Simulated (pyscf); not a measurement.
# Four-centre exchange: `[CH3][CH2][OH]` + `[OH][CH2][Hf]([OH])([OH])[OH]` → `[CH3][CH2][CH2][OH]` + `[OH][Hf]([OH])([OH])[OH]`

Gas phase, singlet surface, charge 0. Bonds broken: C2–O3, Hf4–C16. Bonds formed: C2–C16, O3–Hf4. Single points on ωB97X-D3(BJ)/def2-SVP structures (PySCF, gas phase).

Transition state (Å):

```xyz
21

C     -1.1964     1.3209     3.3154
C     -1.7600    -0.0373     3.0617
O     -2.3717    -0.1615     1.0257
Hf    -0.4323     0.4054     0.4126
O      1.2988     1.2332     1.0941
O     -1.1447     2.2505     0.1705
O     -0.3723    -0.3334    -1.4027
H     -1.6388     1.6761     4.2655
H     -1.4983     2.0356     2.5353
H     -0.1019     1.3239     3.3975
H     -2.8500    -0.0653     3.0487
H     -1.3298    -0.8732     3.6187
H      1.4445     2.1833     1.0683
H     -2.0211     2.4978    -0.1367
H     -0.6574    -0.0571    -2.2752
C      0.1496    -1.2096     2.1224
O      1.0572    -1.3053     1.0077
H     -2.5690    -1.1056     1.0468
H     -0.3426    -2.1889     2.2238
H      0.6832    -0.9456     3.0489
H      1.7663    -0.6492     1.1493
```

One imaginary mode, 564i cm⁻¹; descent along it reached the two sides named, in the forms told below.

```csv
bond,change,reactant side (Å),saddle,product side
C2–O3,breaks,1.423,2.130,3.3
Hf4–C16,breaks,2.256,2.423,3.4
C2–C16,forms,3.4,2.430,1.525
O3–Hf4,forms,2.323,2.111,1.980
```

Electronic energies relative to the separated reactants (kcal/mol):

```json
[
 {"level": "ωB97X-D3(BJ)/def2-TZVP", "barrier": "48.4", "reaction energy": "-47.2", "reverse barrier": "95.6"},
 {"level": "PBE/def2-TZVP", "barrier": "42.3", "reaction energy": "-47.0", "reverse barrier": "89.3"},
 {"level": "r²SCAN/def2-TZVP", "barrier": "41.1", "reaction energy": "-48.4", "reverse barrier": "89.5"},
 {"level": "B3LYP-D3(BJ)/def2-TZVP", "barrier": "44.4", "reaction energy": "-48.9", "reverse barrier": "93.3"},
 {"level": "PBE0-D3(BJ)/def2-TZVP", "barrier": "47.2", "reaction energy": "-48.3", "reverse barrier": "95.5"},
 {"level": "M06-2X/def2-TZVP", "barrier": "49.5", "reaction energy": "-47.0", "reverse barrier": "96.5"},
 {"level": "ωB97M-D3(BJ)/def2-TZVP", "barrier": "50.0", "reaction energy": "-49.4", "reverse barrier": "99.4"},
 {"level": "HF/def2-TZVP", "barrier": "77.6", "reaction energy": "-53.6", "reverse barrier": "131.1"}
]
```

With ωB97M-D3(BJ)/def2-TZVP energies and thermal terms (ideal gas, 1 atm, RRHO with modes under 100 cm⁻¹ raised to 100, one conformer, R ln 2 for chiral ones without a mode under 150 cm⁻¹), in kcal/mol:

```
T (K)   ΔH‡    ΔG‡     ΔH     ΔG
-----  ----  -----  -----  -----
298    49.4   63.6  -49.1  -48.5
600    50.1   77.8  -49.0  -47.9
900    50.9   91.4  -49.1  -47.3
1200   51.7  104.8  -49.1  -46.8
```

On the reactant side the descent ends in an adduct with a Hf–O, Hf–O contact (not fully relaxed), 17.0 kcal/mol under the separated species and 65.4 kcal/mol under the saddle at ωB97X-D3(BJ)/def2-TZVP. On the product side the descent ends in an adduct with a Hf–O contact (not fully relaxed), 18.4 kcal/mol under the separated species and 114.0 kcal/mol under the saddle at ωB97X-D3(BJ)/def2-TZVP. What is counted as formed (Hf–O) is already present as a longer contact in the reactant adduct; forming that adduct is a step of its own. From the product side, •H₂C–CH₃ + •H₂C–OH + HO–Hf(OH)(OH)–OH lies, by one bond made or cut, 8.7 kcal/mol under this saddle at ωB97M-D3(BJ)/def2-TZVP. HO–CH₂–Hf(OH)(OH)–OH is closed by a dative Hf–O contact. HO–CH₂–Hf(OH)(OH)–OH lies 38.3 kcal/mol over its isomer H₃C–O–Hf(OH)(OH)–OH (electronic energy, ωB97M-D3(BJ)/def2-TZVP). One saddle was located; it need not be the lowest between these sides. Elements past Kr carry the def2 core potentials, without spin-orbit coupling.
